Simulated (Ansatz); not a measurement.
# FH3NSi: the cost of one run

Program: Ansatz 0.2.0. Level of theory: RKS B3LYP-D4/def2-SVP. These are calculated values, not measurements.

## Step 1: The system as given

Bond lengths: N1–Si2 1.661 Å, Si2–F3 1.567 Å, N1–H4 1.023 Å, N1–H5 1.016 Å, Si2–H6 1.432 Å. Angles: N1–Si2–F3 111.6°, N1–Si2–H6 133.7°, F3–Si2–H6 114.7°, Si2–N1–H4 122.3°, Si2–N1–H5 126.1°, H4–N1–H5 111.6°.

Structure file:

```xyz
6

N    -0.5719    0.3275   -0.6187
Si    0.5329   -0.1425    0.5293
F     0.4270   -1.6746    0.8386
H    -1.2297   -0.3293   -1.0460
H    -0.6960    1.2688   -0.9807
H     1.5378    0.5502    1.2775
```

## Step 2: Preparing the start

Contents of input.yaml:

```yaml
crystal:
  periodic: [false, false, false]
  atoms:
    - { symbol: "N", position_ang: [-0.57194, 0.32749, -0.61872] }
    - { symbol: Si, position_ang: [0.53291, -0.14253, 0.52934] }
    - { symbol: F, position_ang: [0.427, -1.67464, 0.83862] }
    - { symbol: H, position_ang: [-1.22968, -0.32928, -1.04605] }
    - { symbol: H, position_ang: [-0.69605, 1.26876, -0.9807] }
    - { symbol: H, position_ang: [1.53776, 0.55021, 1.27752] }
total_charge: 1
basis:
  gaussian: { orbitals: def2-SVP }
hamiltonian:
  xc: b3lyp
  dispersion: d4
relax:
  f_tol: 0.02
  max_steps: 40
scf:
  lower_state_search: "off"
```

The run is started by

```bash
> ansatz run input.yaml --threads 1 --pin off --max-ram 2048MiB --backend cpu --events-out ev --progress --plain --runs-dir out
```

What time and memory should one allow on 1 thread of Arm Neoverse V1, shared host?

About 7.2 s, with a peak of 0.12 GiB.
